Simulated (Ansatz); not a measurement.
# C5N: the cost of one run

Computed with Ansatz 0.2.0 (the levels named in each step, unless a step's input says otherwise).

## 1. The starting structure

Bond lengths: C1–C2 1.215 Å, C2–C3 1.348 Å, C3–C4 1.221 Å, C4–C5 1.352 Å, C5–N6 1.152 Å. Angles: C1–C2–C3 180.0°, C2–C3–C4 180.0°, C3–C4–C5 180.0°, C4–C5–N6 180.0°.

As a file:

```xyz
6

C     0.0000    0.0000   -3.1637
C     0.0000    0.0000   -1.9488
C     0.0000    0.0000   -0.6013
C     0.0000    0.0000    0.6194
C     0.0000    0.0000    1.9714
N     0.0000    0.0000    3.1229
```

## 2. A rough first relaxation, PBE-D4/def2-SVP

This run stands in another session on the same molecule. It ended at:

```xyz
6

C     0.0879    0.1111   -3.2146
C    -0.0822   -0.1040   -1.9551
C    -0.0349   -0.0442   -0.6228
C    -0.0086   -0.0108    0.6329
C     0.0105    0.0132    1.9866
N     0.0274    0.0346    3.1730
```

## 3. Relaxation, HF/STO-3G

The input, input.yaml:

```yaml
crystal:
  periodic: [false, false, false]
  atoms:
    - { symbol: C, position_ang: [0.08785732, 0.11112229, -3.21463969] }
    - { symbol: C, position_ang: [-0.08223865, -0.10401574, -1.95511165] }
    - { symbol: C, position_ang: [-0.03492505, -0.04417336, -0.62279223] }
    - { symbol: C, position_ang: [-0.00855108, -0.01081549, 0.63291038] }
    - { symbol: C, position_ang: [0.0104666, 0.01323821, 1.98661513] }
    - { symbol: "N", position_ang: [0.02739085, 0.03464407, 3.17301807] }
magnetization:
  spin_polarized: true
  initial_magnetization: 1
basis:
  gaussian: { orbitals: STO-3G }
hamiltonian:
  xc: hf
relax:
  f_tol: 0.002
  max_steps: 150
```

Started as:

```sh
$ ansatz run input.yaml --threads 2 --pin off --max-ram 5120MiB --backend cpu --events-out ev --progress --plain --runs-dir out
```

**Question.** How long does this run take on 2 threads of Intel Xeon 6975P-C (Granite Rapids), shared host, and how much memory does it need?

About 2.2 s, with a peak of 0.1 GiB.
